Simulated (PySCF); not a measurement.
Molecule: methylamine, CH$_{5}$N.

Bonds (- single, = double, # triple, : aromatic): C1-N2 1.447 Å. C1 carries H3, H4, H5; N2 carries H6, H7.

Spin–spin couplings on one PBE0-D3(BJ)/def2-SVP geometry, PySCF 2.14.0 with density-fitted response routines, gas phase, non-relativistic, equivalent pairs averaged; isotopes 15N, 1H, 13C; basis pcJ-1.

Reference values (Hz): 1J(N2,H6) = -65.0 (measured; Int. J. Mol. Sci. 2003, 4, 143 (spin-spin coupling constants in ethane, methanol and methylamine)); 1J(C1,H3) = 132.2 (measured; Int. J. Mol. Sci. 2003, 4, 143 (spin-spin coupling constants in ethane, methanol and methylamine)); 1J(C1,N2) = -4.5 (measured; Int. J. Mol. Sci. 2003, 4, 143 (spin-spin coupling constants in ethane, methanol and methylamine)); 2J(N2,H3) = -1.0 (measured; Int. J. Mol. Sci. 2003, 4, 143 (spin-spin coupling constants in ethane, methanol and methylamine)); 3J(H3,H6) = 7.1 (measured; Int. J. Mol. Sci. 2003, 4, 143 (spin-spin coupling constants in ethane, methanol and methylamine)).

How do the couplings (Hz) change with the functional? Times are CPU seconds on shared hosts with different chips, so compare them loosely.

Results:


```
functional  functions  1J(N2,H6)  1J(C1,H3)  1J(C1,N2)  2J(N2,H3)  3J(H3,H6)  mean abs. error  core-s
        HF        104      -79.5      166.8      -17.0        0.4        9.9             13.0     1.6
       LDA        104      -52.3      103.3        0.6       -1.7        6.5              9.4     2.4
       PBE        104      -57.8      124.6       -1.4       -2.1        7.9              3.9     3.6
       KT2        104      -59.7      130.9        2.4       -2.3        9.8              2.6     3.9
     B3LYP        104      -64.1      137.0       -4.4       -2.1        8.4              1.6     3.7
      PBE0        104      -60.8      129.2       -4.1       -1.7        7.9              1.8     3.5
     B97-2        104      -59.1      124.0       -4.3       -1.7        7.3              3.0     3.4
 BHandHLYP        104      -69.9      147.7       -8.6       -1.7        8.8              5.4       4
 CAM-B3LYP        104      -63.9      134.4       -5.3       -1.9        8.3              1.2     4.8
```

Errors compare magnitudes, without vibrational corrections, and the largest couplings weigh most in the mean. Closest: CAM-B3LYP; furthest: HF.
